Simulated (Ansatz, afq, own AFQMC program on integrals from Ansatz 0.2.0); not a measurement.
# SiNH₄ (quartet): AFQMC on the coupled-cluster ladder at distance Si1–H5 along a hydrogen transfer = 1.684 Å, cc-pVTZ

How near does AFQMC come to the top of the ladder for SiNH₄ (quartet)?

The runs use Ansatz 0.2.0, Gaussian basis, and an in-house AFQMC program (afq) on its integrals; all values are calculated; cc-pVTZ, frozen cores.

To be run: PBE (unrestricted); CCSD(T) on UHF; r2SCAN (unrestricted); PBE0 (unrestricted); B3LYP (unrestricted); wB97M-V (unrestricted); B2PLYP (unrestricted); Phaseless AFQMC, CISD trial on UHF.

## 1. The geometry

The geometry derives from fragments relaxed apart (PBE0/def2-TZVP) and kept rigid, so it is no stationary point. A hydrogen atom is moved between rigid fragments.

6 atoms, charge 0, spin multiplicity 4.

Atoms are counted from 1 here; the program's logs count them from 0.

Bond lengths: Si1–H2 1.485 Å, Si1–H3 1.485 Å, Si1–H4 1.485 Å, Si1–H5 1.684 Å, H5–N6 1.189 Å. Angles: H2–Si1–H3 109.5°, H2–Si1–H4 109.5°, H2–Si1–H5 109.5°, H3–Si1–H4 109.5°, H3–Si1–H5 109.5°, H4–Si1–H5 109.5°, Si1–H5–N6 180.0°.

## 2. PBE (unrestricted)

File in.yaml:

```yaml
crystal:
  periodic: [false, false, false]
  atoms:
    - {symbol: Si, position_ang: [-0.876816, 0.000000, 0.000000]}
    - {symbol: H, position_ang: [-1.371688, 1.399708, 0.000000]}
    - {symbol: H, position_ang: [-1.371687, -0.699854, 1.212183]}
    - {symbol: H, position_ang: [-1.371688, -0.699854, -1.212183]}
    - {symbol: H, position_ang: [0.807184, 0.000000, 0.000000]}
    - {symbol: N, position_ang: [1.996184, 0.000000, 0.000000]}
basis:
  gaussian: {orbitals: cc-pVTZ}
magnetization: {spin_polarized: true, initial_magnetization: 3}
hamiltonian: {xc: {name: PBE}}
output: {orbitals: {seedname: orbitals}}
```

On the command line:

```sh
$ ansatz run in.yaml --threads 1 --pin off --events-out ev --progress --plain --max-ram 5632MiB --backend cpu
```

The log of the run:

```text
Functional definition: PBE
  name "PBE"
  cite "Perdew, Burke & Ernzerhof, Phys. Rev. Lett. 77, 3865 (1996) doi:10.1103/PhysRevLett.77.3865"
  parent pbe
  parameter kappa = 0.804
  parameter beta = 0.06672455060314922
  exchange = pbe_x(kappa = kappa, mu = beta*pi^2/3)
  correlation = pbe_c(beta = beta)
690 factors; their error is unknown
mean field evaluation 1: about -9420.4988 eV, gradient 1.5e1 eV
mean field evaluation 2: about -9420.5609 eV, gradient 1.6e1 eV
mean field evaluation 4: about -9421.7522 eV, gradient 9.2e-1 eV
mean field evaluation 8: about -9421.7304 eV, gradient 1.5e-1 eV
mean field evaluation 16: about -9421.7305 eV, gradient 1.7e-5 eV
mean field -9421.73049020 eV, -346.2422092367 hartree, gradient 1.7e-5 eV, S^2 3.756366; 0 other end points of the search recorded, 0 dependent functions left out
reference -9421.73052366 eV, -346.2422104663 hartree; 14, 11 occupied and 106, 109 virtual orbitals, 690 factors
Total energy: -9421.73052366 eV, -346.2422104663 hartree
```

Run time: 1.7 s. Hardware: 1 thread of AMD EPYC 7R13 (Zen 3), shared host; peak memory 2.1 GiB.

From the report: ⟨S²⟩ of the determinant 3.756 (pure quartet: 3.75).

## 3. CCSD(T) on UHF

in.yaml: that of step 2 with these lines changed.

```diff
@@ -12,3 +12,2 @@
 magnetization: {spin_polarized: true, initial_magnetization: 3}
-hamiltonian: {xc: {name: PBE}}
-output: {orbitals: {seedname: orbitals}}
+correlation: {method: ccsd_t, electrons: outside_noble_gas, hamiltonian_folder: ham}
```

On the command line:

```sh
$ ansatz run in.yaml --threads 1 --pin off --events-out ev --progress --plain --max-ram 16896MiB --backend cuda --devices 0, --max-vram 18GiB
```

The log of the run (excerpt; [...] marks lines left out):

```text
Functional definition: HF
  name "HF"
  cite "Fock, Z. Phys. 61, 126 (1930) doi:10.1007/BF01340294"
  parent pbe
[...]
689 factors; integrals over basis functions are off by at most 1.2e-3 eV
[...]
mean field -9404.10450803 eV, -345.5944663390 hartree, gradient 2.4e-6 eV, S^2 3.790652; 0 other end points of the search recorded, 0 dependent functions left out
6 core orbitals not correlated: weight in the atoms' cores, before any rotation towards them, 1.000 or more for the frozen orbitals, at most 0.000 for the correlated occupied ones
reference -9404.10450803 eV, -345.5944663390 hartree; 8, 5 occupied and 106, 109 virtual orbitals, 689 factors
second order -7.16345818 eV of doubles, -0.00000000 eV of singles
cycle   1  -8.04569976 eV  change   -8.8e-1 eV  update   7.1e-2
[...]
cycle  10  -8.42440028 eV  change    5.8e-6 eV  update   1.4e-5
perturbative correction -0.24932457 eV, -0.0091625088 hartree
Total energy: -9412.77823287 eV, -345.9132198477 hartree
```

Run time: 4.9 s. Hardware: 1 × NVIDIA H100 80GB HBM3 with 1 thread of AMD EPYC 7R13 (Zen 3), shared host; peak host memory 2.1 GiB.

From the report: ⟨S²⟩ of the determinant 3.791 (pure quartet: 3.75); correlation -8.6737 eV; T1 0.017; largest double amplitude 0.03.

This run also writes the integrals to the folder ham.

## 4. r2SCAN (unrestricted)

in.yaml: that of step 3 with these lines changed.

```diff
@@ -12,2 +12,2 @@
 magnetization: {spin_polarized: true, initial_magnetization: 3}
-correlation: {method: ccsd_t, electrons: outside_noble_gas, hamiltonian_folder: ham}
+hamiltonian: {xc: {name: r2SCAN}}
```

On the command line:

```sh
$ ansatz run in.yaml --threads 1 --pin off --events-out ev --progress --plain --max-ram 5632MiB --backend cpu
```

The log of the run:

```text
Functional definition: r2SCAN
  name "r2SCAN"
  cite "Furness, Kaplan, Ning, Perdew & Sun, J. Phys. Chem. Lett. 11, 8208 (2020) doi:10.1021/acs.jpclett.0c02405"
  cite "Furness, Kaplan, Ning, Perdew & Sun, J. Phys. Chem. Lett. 11, 9248 (2020) doi:10.1021/acs.jpclett.0c03077"
  parent r2scan
  parameter k0 = 0.174
  parameter k1 = 0.065
  parameter a1 = 4.9479
  exchange = r2scan_x(k0 = k0, k1 = k1, a1 = a1)
  correlation = r2scan_c
690 factors; their error is unknown
mean field evaluation 1: about -9425.6078 eV, gradient 1.3e1 eV
mean field evaluation 2: about -9425.9614 eV, gradient 1.0e1 eV
mean field evaluation 4: about -9426.4701 eV, gradient 8.7e-1 eV
mean field evaluation 8: about -9426.4444 eV, gradient 1.6e-1 eV
mean field evaluation 16: about -9426.4445 eV, gradient 6.0e-5 eV
mean field -9426.44447338 eV, -346.4154449231 hartree, gradient 6.0e-5 eV, S^2 3.763696; 0 other end points of the search recorded, 0 dependent functions left out
reference -9426.44448498 eV, -346.4154453496 hartree; 14, 11 occupied and 106, 109 virtual orbitals, 690 factors
Total energy: -9426.44448498 eV, -346.4154453496 hartree
```

Run time: 3.4 s. Hardware: 1 thread of AMD EPYC 7R13 (Zen 3), shared host; peak memory 2.1 GiB.

From the report: ⟨S²⟩ of the determinant 3.764 (pure quartet: 3.75).

## 5. PBE0 (unrestricted)

in.yaml: that of step 4 with these lines changed.

```diff
@@ -12,2 +12,3 @@
 magnetization: {spin_polarized: true, initial_magnetization: 3}
-hamiltonian: {xc: {name: r2SCAN}}
+hamiltonian: {xc: {name: PBE0}}
+output: {orbitals: {seedname: orbitals}}
```

Launched as before.

The log of the run:

```text
Functional definition: PBE0
  name "PBE0"
  cite "Adamo & Barone, J. Chem. Phys. 110, 6158 (1999) doi:10.1063/1.478522"
  cite "Perdew, Burke & Ernzerhof, Phys. Rev. Lett. 77, 3865 (1996) doi:10.1103/PhysRevLett.77.3865"
  parent pbe
  parameter a = 0.25
  parameter kappa = 0.804
  parameter beta = 0.06672455060314922
  exchange = (1 - a)*pbe_x(kappa = kappa, mu = beta*pi^2/3) + a*exact_x
  correlation = pbe_c(beta = beta)
702 factors; their error is unknown
mean field evaluation 1: about -9422.1870 eV, gradient 1.0e1 eV
mean field evaluation 2: about -9422.5077 eV, gradient 6.5e0 eV
mean field evaluation 4: about -9422.7010 eV, gradient 5.1e-1 eV
mean field evaluation 8: about -9422.7343 eV, gradient 1.5e-1 eV
mean field evaluation 16: about -9422.7343 eV, gradient 1.5e-5 eV
mean field -9422.73431612 eV, -346.2790991586 hartree, gradient 1.5e-5 eV, S^2 3.760943; 0 other end points of the search recorded, 0 dependent functions left out
reference -9422.73434134 eV, -346.2791000855 hartree; 14, 11 occupied and 106, 109 virtual orbitals, 702 factors
Total energy: -9422.73434134 eV, -346.2791000855 hartree
```

Wall time 2.1 s (1 thread of AMD EPYC 7R13 (Zen 3), shared host); peak memory 2.1 GiB.

From the report: ⟨S²⟩ of the determinant 3.761 (pure quartet: 3.75).

## 6. B3LYP (unrestricted)

in.yaml: that of step 5 with these lines changed.

```diff
@@ -12,3 +12,2 @@
 magnetization: {spin_polarized: true, initial_magnetization: 3}
-hamiltonian: {xc: {name: PBE0}}
-output: {orbitals: {seedname: orbitals}}
+hamiltonian: {xc: {name: B3LYP}}
```

The command is unchanged.

The log of the run (excerpt; [...] marks lines left out):

```text
Functional definition: B3LYP
  name "B3LYP"
  cite "Stephens, Devlin, Chabalowski & Frisch, J. Phys. Chem. 98, 11623 (1994) doi:10.1021/j100096a001"
  cite "Becke, Phys. Rev. A 38, 3098 (1988) doi:10.1103/PhysRevA.38.3098"
  cite "Lee, Yang & Parr, Phys. Rev. B 37, 785 (1988) doi:10.1103/PhysRevB.37.785"
  cite "Vosko, Wilk & Nusair, Can. J. Phys. 58, 1200 (1980) doi:10.1139/p80-159"
[...]
699 factors; their error is unknown
[...]
mean field -9428.66746843 eV, -346.4971384843 hartree, gradient 1.7e-5 eV, S^2 3.759162; 0 other end points of the search recorded, 0 dependent functions left out
reference -9428.66768661 eV, -346.4971465023 hartree; 14, 11 occupied and 106, 109 virtual orbitals, 699 factors
Total energy: -9428.66768661 eV, -346.4971465023 hartree
```

Wall time 2 s (1 thread of AMD EPYC 7R13 (Zen 3), shared host); peak memory 2.1 GiB.

From the report: ⟨S²⟩ of the determinant 3.759 (pure quartet: 3.75).

## 7. wB97M-V (unrestricted)

in.yaml: that of step 6 with these lines changed.

```diff
@@ -12,2 +12,3 @@
 magnetization: {spin_polarized: true, initial_magnetization: 3}
-hamiltonian: {xc: {name: B3LYP}}
+hamiltonian: {xc: {name: wB97M-V}}
+output: {orbitals: {seedname: orbitals}}
```

Launched as before.

The log of the run (excerpt; [...] marks lines left out):

```text
Functional definition: wB97M-V
  name "wB97M-V"
  cite "Mardirossian & Head-Gordon, J. Chem. Phys. 144, 214110 (2016) doi:10.1063/1.4952647"
  cite "Becke, J. Chem. Phys. 107, 8554 (1997) doi:10.1063/1.475007"
  cite "Vydrov & Van Voorhis, J. Chem. Phys. 133, 244103 (2010) doi:10.1063/1.3521275"
  # Of w^i u^j: cxij and so on, Table III.
[...]
  gx(w, u) = 1 - cx + cx01*u + cx10*w
  gss(w, u) = css00 + css04*u^4 + css10*w + css20*w^2 + css43*w^4*u^3
  gos(w, u) = cos00 + cos10*w + (cos20 + cos21*u)*w^2 + (cos60 + cos61*u)*w^6
[...]
      + integral(e_c_pw_mod_opposite_spin*gos(b97_w_opposite, b97_u_opposite)) + vv10(b, c)
699 factors; their error is unknown
163 factors; integrals over basis functions are off by at most 6.8e-5 eV
[...]
mean field -9426.25017443 eV, -346.4083045685 hartree, gradient 7.0e-5 eV, S^2 3.759701; 0 other end points of the search recorded, 0 dependent functions left out
reference -9426.25021362 eV, -346.4083060086 hartree; 14, 11 occupied and 106, 109 virtual orbitals, 699 factors
Total energy: -9426.25021362 eV, -346.4083060086 hartree
```

Run time: 6.5 s. Hardware: 1 thread of AMD EPYC 7R13 (Zen 3), shared host; peak memory 2.1 GiB.

From the report: ⟨S²⟩ of the determinant 3.760 (pure quartet: 3.75).

## 8. B2PLYP (unrestricted)

in.yaml: that of step 7 with these lines changed.

```diff
@@ -12,3 +12,3 @@
 magnetization: {spin_polarized: true, initial_magnetization: 3}
-hamiltonian: {xc: {name: wB97M-V}}
-output: {orbitals: {seedname: orbitals}}
+hamiltonian: {xc: {name: B2PLYP}}
+correlation: {electrons: outside_noble_gas}
```

Launched as before.

The log of the run (excerpt; [...] marks lines left out):

```text
Functional definition: B2PLYP
  name "B2PLYP"
  cite "Grimme, J. Chem. Phys. 124, 034108 (2006) doi:10.1063/1.2148954"
  cite "Becke, Phys. Rev. A 38, 3098 (1988) doi:10.1103/PhysRevA.38.3098"
  cite "Lee, Yang & Parr, Phys. Rev. B 37, 785 (1988) doi:10.1103/PhysRevB.37.785"
[...]
689 factors; integrals over basis functions are off by at most 1.2e-3 eV
[...]
mean field -9420.87093707 eV, -346.2106212416 hartree, gradient 3.9e-6 eV, S^2 3.768899; 0 other end points of the search recorded, 0 dependent functions left out
6 core orbitals not correlated: weight in the atoms' cores, before any rotation towards them, 1.000 or more for the frozen orbitals, at most 0.000 for the correlated occupied ones
reference -9420.87107532 eV, -346.2106263221 hartree; 8, 5 occupied and 106, 109 virtual orbitals, 689 factors
second order -8.85906217 eV of doubles, -0.00000000 eV of singles
Total energy: -9423.26302210 eV, -346.2985287452 hartree
```

Run time: 2.9 s. Hardware: 1 thread of AMD EPYC 7R13 (Zen 3), shared host; peak memory 2.1 GiB.

From the report: ⟨S²⟩ of the determinant 3.769 (pure quartet: 3.75).

## 9. Phaseless AFQMC, CISD trial on UHF

It reads the integrals that the CCSD(T) run on this determinant wrote.

On the command line:

```sh
$ afq ham --method phaseless --trial cisd --walkers 600 --populations 10 --least-time 60 --time-step 0.005 --steps-per-block 50 --equilibration-blocks 28 --max-blocks 4000 --target-error 0.00021 --factor-cut 1e-05 --start spin_pure --seed 5119 --release-times 0.24,0.51,0.99,1.62,2.4 --release-step 0.03 --release-every 3 --taylor-order 6
```

The log of the run:

```text
orbitals 114  electrons 8 5  factors 685 of 689
reference energy -345.59446634 Eh
CCSD correlation -0.30959127 Eh in 12 cycles, weight of the determinant in the CISD state 0.8701
energy of the start -345.902355 Eh
 block  time / (1/Eh)  mean weight  energy / Eh
     1     0.250  0.9995  -345.899411
     2     0.500  1.0002  -345.903119
     3     0.750  1.0007  -345.906181
     4     1.000  1.0004  -345.908385
     5     1.250  0.9993  -345.910355
     6     1.500  1.0001  -345.911560
     7     1.750  1.0006  -345.912746
     8     2.000  1.0001  -345.913632
     9     2.250  1.0005  -345.912859
    10     2.500  1.0006  -345.915138
    13     3.250  1.0000  -345.912531
    16     4.000  1.0001  -345.913673
    19     4.750  0.9999  -345.915208
    22     5.500  0.9995  -345.915483
    25     6.250  0.9997  -345.913256
    28     7.000  1.0000  -345.916083
    31     7.750  1.0002  -345.915394
    34     8.500  1.0005  -345.912486
    37     9.250  1.0000  -345.915746
    40    10.000  1.0004  -345.915865
    43    10.750  0.9999  -345.914159
    46    11.500  0.9995  -345.913868
    49    12.250  0.9997  -345.915921
    52    13.000  1.0008  -345.914192
    55    13.750  0.9997  -345.915663
    58    14.500  1.0003  -345.915131
    61    15.250  1.0000  -345.913792
    64    16.000  0.9994  -345.914915
    67    16.750  0.9999  -345.914478
    70    17.500  1.0007  -345.915022
    73    18.250  0.9997  -345.914198
    76    19.000  1.0004  -345.916183
    79    19.750  0.9997  -345.914792
    82    20.500  1.0004  -345.913266
    85    21.250  1.0020  -345.913978
    88    22.000  1.0002  -345.914182
    91    22.750  1.0005  -345.913040
    94    23.500  0.9995  -345.914453
    97    24.250  1.0014  -345.913423
   100    25.000  0.9994  -345.913892
   103    25.750  1.0014  -345.912740
   106    26.500  0.9995  -345.914410
   109    27.250  0.9994  -345.915205
   112    28.000  1.0007  -345.914316
   115    28.750  0.9997  -345.914858
   118    29.500  0.9993  -345.914069
   121    30.250  1.0002  -345.914978
   124    31.000  1.0009  -345.916102
   127    31.750  1.0003  -345.915656
   130    32.500  0.9995  -345.915365
   133    33.250  0.9994  -345.913713
   136    34.000  0.9999  -345.915165
   139    34.750  1.0010  -345.914222
   142    35.500  0.9998  -345.914308
   145    36.250  0.9992  -345.913988
   148    37.000  0.9998  -345.913565
   151    37.750  0.9985  -345.913551
   154    38.500  0.9985  -345.916714
   157    39.250  1.0002  -345.915245
error from the spread of 10 populations
released: time / (1/Eh)  energy / Eh  error  mean overlap
  0.24  -345.914727  0.000133  0.9961
  0.51  -345.914869  0.000190  0.9920
  0.99  -345.915092  0.000216  0.9849
  1.62  -345.914800  0.000292  0.9806
  2.40  -345.914641  0.000527  0.9877
energy -345.914605 +/- 0.000192 Eh
```

It took 3.1 min on 1 × NVIDIA H100 80GB HBM3 with 2 threads of AMD EPYC 7R13 (Zen 3), shared host; peak host memory 2.1 GiB.

Energy -9412.8159 ± 0.0052 eV. Caveats: constraint bias not in the error.

## 10. AFQMC on the ladder

On the UHF determinant, counted from CCSD(T) (a yardstick, not exact):

| level | energy (eV) | from CCSD(T) (meV) | statistical error (meV) | time |
| --- | --- | --- | --- | --- |
| HF | -9404.1045 | +8673.7 |  |  |
| MP2 | -9411.2680 | +1510.3 |  |  |
| CCSD | -9412.5289 | +249.3 |  |  |
| CCSD(T) | -9412.7782 | 0.0 |  |  |
| Phaseless AFQMC, CISD trial, step 0.005, 600 walkers | -9412.8159 | -37.7 | 5.2 | 3.1 min |

The functionals' totals stand on their own zeros and serve differences with other points: PBE -9421.731 eV; r2SCAN -9426.444 eV; PBE0 -9422.734 eV; B3LYP -9428.668 eV; wB97M-V -9426.250 eV; B2PLYP -9423.263 eV.

## 11. Summary of results

```
                                       quantity            value
Phaseless AFQMC, CISD trial on UHF from CCSD(T)  -37.7 ± 5.2 meV
```

What this shows: On UHF the phaseless walk with the CISD trial lies -37.7 meV from CCSD(T), 7 times its error bar. Error bars are statistical and leave out the constraint, the time step and what remains of the start.
